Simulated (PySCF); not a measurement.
C2H6O, SMILES COC (connectivity only; charge and spin as stated), charge +1, multiplicity 2.

The structure is a stationary point at ωB97X-D3(BJ)/def2-TZVP. The multiplicity is an assumed one; other spin states were not compared.

Calculation: TDA-PBE/def2-SVPD (PySCF).

Vertical excitations. The molecule is in vacuum.

```
state    energy (eV)  λ (nm)      f                              main pairs
-------  -----------  ------  -----  --------------------------------------
root 1          2.09     594  0.002                       β HOMO→LUMO 100 %
root 2          3.36     369  0.000                     β HOMO−1→LUMO 100 %
root 3          4.46     278  0.235                      β HOMO−2→LUMO 97 %
root 4          6.07     204  0.004                      β HOMO−4→LUMO 99 %
root 5          6.22     199  0.000                      β HOMO−5→LUMO 99 %
root 6          6.43     193  0.008                      β HOMO−3→LUMO 94 %
root 7          8.72     142  0.001                        α HOMO→LUMO 95 %
root 8          9.33     133  0.000  α HOMO−1→LUMO 40 %, β HOMO→LUMO+1 59 %
root 9          9.49     131  0.051                      β HOMO−6→LUMO 89 %
root 10         9.86     126  0.018                      α HOMO→LUMO+1 95 %
```
Unrestricted roots are not spin-pure.
